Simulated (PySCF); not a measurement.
Compound: C4H6 (triplet state).
SMILES with atom numbers: `[CH2:1][C:2]([CH2:3])=[CH2:4]` (hydrogens: H5, H6 on C1; H7, H8 on C3; H9, H10 on C4)

Computed with UKS B3LYP, pcH-1 on C H, non-relativistic, mean-field spin-orbit, GIAO in PySCF 2.14.0. Isolated species at its GFN2-xTB geometry, gas phase. A GFN2-xTB geometry isn't a minimum of the functional, and hyperfine couplings can be far from their values at a DFT geometry. No stability test was run, so a lower SCF solution isn't excluded.

Q: What is the g tensor, term by term?

A: 
| Δg (ppm) | 1 | 2 | 3 |
| --- | --- | --- | --- |
| relativistic mass correction | -136 | -136 | -136 |
| gauge correction | 1 | 32 | 32 |
| orbital Zeeman/spin–orbit | 5 | 598 | 598 |
| total | -130 | 494 | 494 |

So g = 2.00219, 2.00281, 2.00281 and g_iso = 2.00260; the tensor is axial. Axes: g1 is normal to the molecular plane. With S = 1 there is also a zero-field splitting, D = +0.053 cm⁻¹, to set against the quantum of 0.317 cm⁻¹ at 9.5 GHz.

Q: What effective moment and Curie constant follow for a powder at temperatures where kT is far above the zero-field splitting?

A: With the mean of g² = 4.0104 and S(S+1) = 2.00: μ_eff = √(⟨g²⟩S(S+1)) = 2.832 μB and χT = 0.12505·⟨g²⟩·S(S+1) = 1.003 cm³ K/mol (cgs; spin-Hamiltonian part alone).

Q: At 9.633 GHz, how far is the centre of the isotropic spectrum from where a free electron (g = 2.002319) resonates, zero-field splitting left aside?

A: B = hν/(g μB) with μB/h = 13.99624 MHz/mT gives 343.73 mT for the free electron and 343.68 mT at g_iso, 0.05 mT lower.

The largest Mulliken spin populations are on C1 (+0.86), C3 (+0.86), C4 (+0.86) and C2 (-0.34). Three atoms exceed +0.15. The angles at C1 add up to 360.0°, so it is planar.

The HOMO–LUMO gaps are 7.26 eV among the α and 6.65 eV among the β orbitals.
